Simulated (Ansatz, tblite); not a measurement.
# The cluster B₃H−: a ladder of methods and basis sets

The task here is to estimate one member of a computed series from the others.

Method: as each input shows; program: Ansatz 0.2.0, Gaussian basis.

Levels to be run: GFN1-xTB, GFN2-xTB, PBE-D4/def2-TZVPD, r2SCAN-D4/def2-TZVPD, BHLYP-D4/def2-TZVPD, HF/def2-TZVPD, ωB97M-V/def2-TZVPD, B2PLYP/def2-TZVPD, revPBE-D4/def2-TZVPD, PBE+5HF/def2-TZVPD, PBE+10HF/def2-TZVPD, PBE+15HF/def2-TZVPD, PBE+35HF/def2-TZVPD, PBE+50HF/def2-TZVPD, PBE-D4/def2-SVPD, PBE0-D4/def2-SVPD, HF/STO-3G, CCSD(T)/def2-TZVPPD, MP2/def2-TZVPD, RPA/def2-TZVPD.

**The relaxed structure**

The geometry is that of the doublet, from an earlier relaxation (PBE-D4/def2-TZVPD). At that level it is the lowest of the isomers that a small search found.

4 atoms, charge -1, spin multiplicity 2.

Bond lengths: B1–B2 1.526 Å, B1–B3 1.563 Å, B2–B3 1.665 Å, B3–H4 1.207 Å. Angles: B2–B1–B3 65.2°, B1–B2–B3 58.5°, B1–B3–B2 56.3°, B1–B3–H4 160.3°, B2–B3–H4 143.3°.

Coordinates:

```xyz
4
B3H
B     0.74892    0.12664    0.99232
B    -0.73426    0.48044    0.93479
B     0.06496   -0.13906   -0.38736
H    -0.07961   -0.46802   -1.53974
```

The ion is computed in the gas phase, without counter-ions or solvent.

PBE0-D4/def2-TZVPD was run before; its log isn't repeated, and its numbers join the tables.

Set-up of the first run:

Tight binding, by tblite at 300 K electronic temperature and without a spin-polarisation term:

```python
tblite.interface.Calculator('GFN1-xTB', numbers, positions, charge=-1, uhf=1).singlepoint()
```

Tight binding, by tblite at 300 K electronic temperature and without a spin-polarisation term:

```python
tblite.interface.Calculator('GFN2-xTB', numbers, positions, charge=-1, uhf=1).singlepoint()
```

start.molden holds the orbitals of an earlier run on this state, given as this run's starting guess.

File in.yaml:

```yaml
crystal:
  periodic: [false, false, false]
  atoms:
    - {symbol: B, position_ang: [0.748923, 0.126644, 0.992319]}
    - {symbol: B, position_ang: [-0.734264, 0.480439, 0.934787]}
    - {symbol: B, position_ang: [0.064962, -0.139061, -0.387361]}
    - {symbol: H, position_ang: [-0.079611, -0.468023, -1.539745]}
basis:
  gaussian: {orbitals: def2-TZVPD, initial_orbitals: start.molden}
total_charge: -1
magnetization: {spin_polarized: true, initial_magnetization: 1}
hamiltonian: {xc: pbe, dispersion: d4}
scf: {omitted_lower_state_checks: [starts]}
output: {orbitals: {seedname: orbitals}}
```

Run with:

```console
$ ansatz run in.yaml --threads 4 --pin off --events-out ev --progress --plain --max-ram 3916MiB
```

Steps of the session up to this table: PBE-D4/def2-TZVPD; r2SCAN-D4/def2-TZVPD; BHLYP-D4/def2-TZVPD; HF/def2-TZVPD; ωB97M-V/def2-TZVPD; B2PLYP/def2-TZVPD; revPBE-D4/def2-TZVPD; PBE+5HF/def2-TZVPD; PBE+10HF/def2-TZVPD; PBE+15HF/def2-TZVPD; PBE+35HF/def2-TZVPD; PBE+50HF/def2-TZVPD; PBE-D4/def2-SVPD; PBE0-D4/def2-SVPD; HF/STO-3G; CCSD(T)/def2-TZVPPD; MP2/def2-TZVPD; RPA/def2-TZVPD.

One table of the session follows, with a row left open; its other results are not shown here.

It belongs to the step «Levels side by side». 

| level | LUMO (eV) | gap (eV) |
| --- | --- | --- |
| HF/STO-3G | 14.21 | 11.88 |
| HF/def2-TZVPD | 4.62 | 7.38 |
| PBE-D4/def2-SVPD | 2.20 | 1.33 |
| PBE-D4/def2-TZVPD | 2.11 | 1.31 |
| revPBE-D4/def2-TZVPD | 2.19 | 1.35 |
| r2SCAN-D4/def2-TZVPD | 2.59 | 2.10 |
| PBE0-D4/def2-SVPD | 3.11 | 3.34 |
| PBE0-D4/def2-TZVPD | 2.97 | 3.26 |
| BHLYP-D4/def2-TZVPD | 3.54 | 4.79 |
| ωB97M-V/def2-TZVPD | 3.88 | 5.98 |
| PBE+5HF/def2-TZVPD | 2.29 | 1.70 |
| PBE+10HF/def2-TZVPD | 2.47 | 2.10 |
| PBE+15HF/def2-TZVPD | 2.64 | 2.49 |
| PBE+35HF/def2-TZVPD | 3.28 | 4.02 |
| PBE+50HF/def2-TZVPD | ? | ? |

Q: Estimate the row for PBE+50HF/def2-TZVPD from the others.

**Answer.** LUMO (eV): 3.69; gap (eV): 5.11. In the column «LUMO (eV)» it lies between BHLYP-D4/def2-TZVPD (3.54) and ωB97M-V/def2-TZVPD (3.88).

Caveats from the session: Doubts: large T1 diagnostic, spin contamination. Notes on CCSD(T)/def2-TZVPPD: large T1 diagnostic, spin contamination.
